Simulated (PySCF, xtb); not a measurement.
carbon tetrachloride (CCl4), SMILES ClC(Cl)(Cl)Cl.

Harmonic wavenumbers (cm⁻¹) from xtb with GFN2-xTB at its own minimum, in rising order: 188, 188, 271, 271, 271, 442, 638, 639, 639.

### Question
What does B3LYP-D3(BJ)/def2-SVP (PySCF 2.14.0) give at its own minimum? (An estimate is asked for; the answer gives what the named calculation found.)

### Answer
214, 214, 313, 313, 313, 455, 759, 759, 759. Paired by order, the mean absolute difference is 61 cm⁻¹ and the zero-point energies are 5.1 and 5.9 kcal/mol.
